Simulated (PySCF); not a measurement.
All values below come from B3LYP-D3(BJ)/def2-TZVP (PySCF). Gas-phase values, no solvent. B3LYP has the VWN-RPA correlation part, as in Gaussian. Excitations are Tamm–Dancoff values on a coarser integration grid. The basis has no diffuse functions, so Rydberg states are missing or too high.

Reference species (SMILES): `C(#N)C` (neutral, multiplicity 1).

The HOMO–LUMO gap comes out as 9.71 eV. The S1 excitation (TDA) is 7.86 eV and the HOMO is -9.23 eV.

After one change: the HOMO–LUMO gap drops by 2.07 eV; the S1 excitation (TDA) falls by 1.91 eV; the HOMO drops by 0.89 eV.

Task: Which change was made? The new species is one of these.
(A) `N#CC=O`
(B) `COC#N`
(C) `[C-]#[N+]C#N`
(D) `N#[C][AlH2]`

Result: C, `[C-]#[N+]C#N`
